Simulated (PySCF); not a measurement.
# Magnesium: a sound run and one with changed settings

Sound run: Mg [Ne] 3s2, Mg+ [Ne] 3s1. Calculation: PySCF 2.14, in aug-cc-pVDZ (5s4p2d, 27 functions); no relativity, point nucleus. In the sound run the correlated levels freeze [Ne]. The sound run starts from symmetry-adapted Hartree-Fock orbitals and uses a fine grid where one is needed.

Changed run: the spin-free X2C one-electron Hamiltonian (Gaussian nucleus). This setting is unsound on purpose.

```json
{"species": "Mg", "method": "UHF", "sound run (hartree)": "-199.60834", "changed run (hartree)": "-199.88820", "converged": "yes"}
{"species": "Mg", "method": "BP86", "sound run (hartree)": "-200.08172", "changed run (hartree)": "-200.36138", "converged": "yes"}
{"species": "Mg", "method": "r2SCAN", "sound run (hartree)": "-200.03362", "changed run (hartree)": "-200.31333", "converged": "yes"}
{"species": "Mg", "method": "MP2", "sound run (hartree)": "-199.63003", "changed run (hartree)": "-199.90990", "converged": "yes"}
{"species": "Mg", "method": "CCSD(T)", "sound run (hartree)": "-199.64129", "changed run (hartree)": "-199.92115", "converged": "yes"}
{"species": "Mg+", "method": "UHF", "sound run (hartree)": "-199.36492", "changed run (hartree)": "-199.64440", "converged": "yes"}
{"species": "Mg+", "method": "BP86", "sound run (hartree)": "-199.79731", "changed run (hartree)": "-200.07653", "converged": "yes"}
{"species": "Mg+", "method": "r2SCAN", "sound run (hartree)": "-199.76196", "changed run (hartree)": "-200.04126", "converged": "yes"}
```

Ionisation energy of Mg:

```csv
method,sound run (eV),changed run (eV)
UHF,6.624,6.634
BP86,7.739,7.751
r2SCAN,7.392,7.404
MP2,7.214,7.225
SCS-MP2,7.332,7.343
CCSD,7.520,7.531
CCSD(T),7.520,7.531
CCSDT,7.520,7.531
FCI,7.520,7.531
```

Most of the change in total energy is the relativistic energy itself. On top of that the contraction fixes the core shape for the Hamiltonian it was made with, so the changed run is not a good calculation with the other Hamiltonian either.

For comparison, NIST gives 7.646 eV between the lowest levels.
